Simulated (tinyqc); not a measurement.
Worked calculation: geometry optimisation on the UHF/sto-3g surface (energies and gradients from PySCF), for NH, spin multiplicity 3. Computed by tinyqc, a small Python program that keeps every step (integrals from PySCF). Settings: charge = 0, multiplicity = 3, basis = sto-3g, optimiser = bfgs, first Hessian = 0.6, largest step = 0.1, iteration cap = 30. Command: `OMP_NUM_THREADS=1 python tinyqc.py 26309 26310 out.jsonl` (the two numbers bound the seeds that draw the settings). One thread of a shared host (Intel(R) Xeon(R) Processor @ 2.60GHz), about 0.3 s of CPU time with the checks.

## Step 1: energy and gradient

positions at the start (bohr):
```
,x,y,z
1N,0.0000,0.0000,0.0000
2H,0.0000,0.0000,1.6819
```

Self-consistent energy and analytic gradient at these positions.

energy = -54.219809 hartree

gradient (hartree/bohr):
```
,x,y,z
1N,0.000000,0.000000,0.289613
2H,0.000000,0.000000,-0.289613
```

## Step 1: move

Quasi-Newton step p = -H^(-1) g (first H = 0.6 times the unit matrix); steps longer than 0.1 bohr are cut back (factor 0.146 here).

positions after step 1 (bohr):
```
,x,y,z
1N,0.0000,0.0000,-0.0707
2H,0.0000,0.0000,1.7526
```

## Step 2: energy and gradient

As before.

energy = -54.249647 hartree

gradient (hartree/bohr):
```
,x,y,z
1N,0.000000,0.000000,0.141977
2H,0.000000,0.000000,-0.141977
```

## Step 2: move

inverse Hessian in use (bohr^2/hartree):
```
,1,2,3,4,5,6
1,1.6667,0.0000,0.0000,0.0000,0.0000,0.0000
2,0.0000,1.6667,0.0000,0.0000,0.0000,0.0000
3,0.0000,0.0000,1.0728,0.0000,0.0000,0.5939
4,0.0000,0.0000,0.0000,1.6667,0.0000,0.0000
5,0.0000,0.0000,0.0000,0.0000,1.6667,0.0000
6,0.0000,0.0000,0.5939,0.0000,0.0000,1.0728
```

Quasi-Newton step p = -H^(-1) g (the inverse Hessian comes from BFGS updates; coordinates in the order x, y, z of each atom); steps longer than 0.1 bohr are cut back.

positions after step 2 (bohr):
```
,x,y,z
1N,0.0000,0.0000,-0.1387
2H,0.0000,0.0000,1.8206
```

## Step 3: energy and gradient

As before.

energy = -54.261947 hartree

gradient (hartree/bohr):
```
,x,y,z
1N,0.000000,0.000000,0.044865
2H,0.000000,0.000000,-0.044865
```

## Step 3: move

inverse Hessian in use (bohr^2/hartree):
```
,1,2,3,4,5,6
1,1.6667,0.0000,0.0000,0.0000,0.0000,0.0000
2,0.0000,1.6667,0.0000,0.0000,0.0000,0.0000
3,0.0000,0.0000,1.1834,0.0000,0.0000,0.4832
4,0.0000,0.0000,0.0000,1.6667,0.0000,0.0000
5,0.0000,0.0000,0.0000,0.0000,1.6667,0.0000
6,0.0000,0.0000,0.4832,0.0000,0.0000,1.1834
```

As before.

positions after step 3 (bohr):
```
,x,y,z
1N,0.0000,0.0000,-0.1701
2H,0.0000,0.0000,1.8520
```

## Convergence

Stop when the largest gradient component is below 3e-5 hartree/bohr. The inverse Hessian follows the BFGS update with s = step, y = change of gradient.

Course of the optimisation:
```
step,E (hartree),largest gradient (hartree/bohr)
1,-54.219809,2.90e-01
2,-54.249647,1.42e-01
3,-54.261947,4.49e-02
4,-54.263665,1.08e-02
5,-54.263783,1.18e-03
6,-54.263784,3.66e-05
7,-54.263784,1.30e-07
```

Final distances (angstrom):
```
pair,distance
2H-1N,1.0819
```

Converged in 7 steps.
